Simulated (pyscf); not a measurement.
# Routes from HO–SiH₃ (SMILES O[SiH3]) + H₂B–OH (SMILES BO)

Candidate steps break at most two bonds and form at most two. Each was searched with GFN2-xTB (tblite) first. Single points on ωB97X-D3(BJ)/def2-SVP structures (PySCF, gas phase). MP2 and CC: frozen core, UHF for open shells. ΔMP2 is the change of the MP2 total energy from the triple- to the quadruple-zeta basis. Energies: CCSD(T)/def2-TZVPP + ΔMP2(QZVPP), kcal/mol, from the separated reactants, singlet surface; ΔG‡ with ideal gas, 1 atm, RRHO with modes under 100 cm⁻¹ raised to 100, one conformer, R ln 2 for chiral ones without a mode under 150 cm⁻¹.

```json
[
 {"products": "H₂B–O–SiH₃ + H₂O", "type": "four-centre exchange", "ΔE‡": "11.8", "ΔE": "+0.5", "ΔG‡ 298 K": "22.9", "ΔG‡ 900 K": "47.0", "ν‡ (cm⁻¹)": "1251i"},
 {"products": "HO–BH–OH + SiH₄", "type": "four-centre exchange", "ΔE‡": "16.1", "ΔE": "-13.6", "ΔG‡ 298 K": "29.5", "ΔG‡ 900 K": "54.7", "ν‡ (cm⁻¹)": "362i"}
]
```

Row 1: On the product side the descent ends in an adduct with a B–O contact, 5.3 kcal/mol under the separated species and 15.0 kcal/mol under the saddle at ωB97X-D3(BJ)/def2-TZVP. 

Plain bond fissions and candidates not yet searched are not listed, and one of them may be faster. Each barrier is that of the saddle found; lower ones may exist. The CCSD(T) − MP2 part came from Ansatz, without density fitting, on the same reference.
